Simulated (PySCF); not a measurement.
C₆H₁₀.
SMILES with atom numbers: `[CH3:1][CH2:2][C@@H:3]1[C@H:4]2[CH2:5][C@@H:6]12` (hydrogens: H7, H8, H9 on C1; H10, H11 on C2; H12 on C3; H13 on C4; H14, H15 on C5; H16 on C6)

All values: PBE0/def2-SVPD (PySCF, non-relativistic), on one gas-phase PBE0-D3(BJ)/def2-SVP geometry that isn't relaxed in the solvent. The solvent is an IEF-PCM continuum (van der Waals radii × 1.2), and excitations are vertical TDDFT with non-equilibrium linear response and a frozen core. Specific hydrogen bonds and non-electrostatic terms are outside this model.

Gas-phase singlets (H = HOMO, L = LUMO):

| state | E (eV) | λ (nm) | f | leading configuration |
| --- | --- | --- | --- | --- |
| S1 | 6.885 | 180 | 0.008 | H→L 70% |
| S2 | 7.111 | 174 | 0.019 | H→L+1 71% |
| S3 | 7.214 | 172 | 0.054 | H→L+2 91% |
| S4 | 7.268 | 171 | 0.029 | H→L+3 91% |
| S5 | 8.177 | 152 | 0.031 | H→L+4 85% |

Task: How does the list change in chloroform (ε = 4.711)?

Result: 
```csv
state,E (eV),λ (nm),f,leading configuration,change by rank (eV)
S1,6.981,178,0.005,H→L 70%,+0.096
S2,7.141,174,0.066,H→L+1 63%,+0.030
S3,7.209,172,0.045,H→L+2 57%,-0.005
S4,7.254,171,0.037,H→L+3 72%,-0.014
S5,8.171,152,0.048,H→L+4 85%,-0.006
```

Task: What are the lowest 5 singlets in acetone (ε = 20.49)?

Result: 
```csv
state,E (eV),λ (nm),f,leading configuration,change by rank (eV)
S1,7.019,177,0.002,H→L 72%,+0.134
S2,7.161,173,0.070,H→L+1 66%,+0.050
S3,7.220,172,0.047,H→L+2 44%,+0.006
S4,7.266,171,0.029,H→L+3 60%,-0.002
S5,8.183,152,0.044,H→L+4 86%,+0.006
```

Task: The ground-state energy changes by -0.069 eV from gas to acetone. By how much does the total energy of gas-phase S3 change?

Result: E(S3) = E(S0) + excitation energy, so it changes by -0.069 − 0.053 = -0.122 eV: it is lowered more than the ground state, which is what a red shift means. This is the vertical state, with the slow part of the continuum still set for S0.

Task: How do the frontier levels move from gas to acetone?

Result: 
| orbital | gas (eV) | solvent (eV) | change (eV) | Löwdin shares, gas | Löwdin shares, solvent |
| --- | --- | --- | --- | --- | --- |
| LUMO+2 | 1.38 | 1.44 | +0.06 | C5 28 %, H15 17 %, H14 14 %, H12 7 % | C5 30 %, H15 20 %, H14 12 %, H12 8 % |
| LUMO+1 | 1.24 | 1.39 | +0.15 | H13 19 %, C4 12 %, H16 10 %, H14 8 % | H13 21 %, C4 18 %, H16 8 %, H10 8 % |
| LUMO | 0.95 | 1.09 | +0.14 | C1 22 %, C2 14 %, H8 9 %, H10 9 % | C1 25 %, C2 13 %, H8 9 %, H9 8 % |
| HOMO | -6.99 | -6.97 | +0.02 | C6 30 %, C4 30 %, C3 11 %, C5 10 % | C4 30 %, C6 30 %, C3 11 %, C5 10 % |
| HOMO-1 | -8.38 | -8.33 | +0.05 | C3 26 %, C6 18 %, C4 17 %, C2 10 % | C3 26 %, C6 18 %, C4 17 %, C2 11 % |
| HOMO-2 | -9.08 | -9.04 | +0.04 | C5 31 %, C4 23 %, C6 22 %, H16 8 % | C5 31 %, C4 23 %, C6 22 %, H16 7 % |
| HOMO-3 | -9.45 | -9.36 | +0.09 | C2 21 %, C3 20 %, C1 16 %, H8 10 % | C2 21 %, C3 19 %, C1 16 %, H8 10 % |

The HOMO–LUMO gap goes from 7.95 to 8.06 eV.

The run took about 70 s of CPU time (one thread, shared machine). This is the whole response run at PBE0/def2-SVPD in acetone, SCF included.

The values belong to the conformer `[CH3:1][CH2:2][C@@H:3]1[C@H:4]2[CH2:5][C@@H:6]12`: C1–C2–C3–C4 154°.
